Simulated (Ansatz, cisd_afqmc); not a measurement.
System: P2, charge 1, doublet. P2+ (parent SMILES P#P, doublet).
B3LYP-D3(BJ)/def2-TZVP minimum from Ansatz (a first-principles code):
```xyz
2

P      0.0000     0.0000    -0.9881
P      0.0000     0.0000     0.9881
```
Charge +1, spin multiplicity 2.

Total energies in cc-pV(T+d)Z, 9 correlated electrons, 10 frozen orbitals. Open shells are spin-unrestricted; no spin-orbit coupling. Cores are frozen in correlated methods. No relativity. AFQMC/CISD: phaseless, guided by CISD from CCSD amplitudes; bars are statistical, one sigma. Outlying blocks are dropped, and bars are widened where a walk drifts. Over all cases where full CI ran beside it in this data, AFQMC minus full CI had a median of +0.1 mEh and passed +0.4 mEh in a tenth of the cases. The UHF reference of P2+ (parent SMILES P#P, doublet) is spin-contaminated (<S^2> up to 0.43 over the pure value in the sets run). The determinant of P2+ (parent SMILES P#P, doublet) is a saddle point of the SCF energy; a lower one exists, which strains HF and MP2.

| method | program | energy (Eh) | minus CCSDT(Q) (mEh) |
|---|---|---|---|
| HF | Ansatz | -681.15990 | 272.71 |
| MP2 | Ansatz | -681.36413 | 68.48 |
| CCSD | Ansatz | -681.41126 | 21.35 |
| CCSD(T) | Ansatz | -681.42814 | 4.47 |
| CCSDT(Q) | Ansatz | -681.43261 | 0.00 |
| AFQMC/CISD | cisd_afqmc | -681.4286 ± 0.0004 | 4.0 ± 0.4 |

Rough core times of Ansatz's runs on a shared machine: CCSD(T) 40 s, CCSDT(Q) 4 min.
